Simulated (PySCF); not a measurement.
These are PySCF 2.14.0 with PBE0-D4/def2-TZVP // PBE0-D4/def2-SVP values and carry that method's errors. Isolated molecules, 0 K electronic values unless said otherwise. Delta-SCF ions had no search for a lower state. 

Reference species (SMILES): `O` (neutral, multiplicity 1).

dipole moment: 2.10 D
vertical ionisation energy (Delta-SCF): 12.53 eV

Changed species: `N` (free base NH3; the reference has free base H2O).

Q: What does the change do to the dipole moment and vertical ionisation energy (Delta-SCF)?

A: the dipole moment drops by 0.31 D, to 1.79 D; the vertical ionisation energy (Delta-SCF) decreases by 1.66 eV, to 10.87 eV.
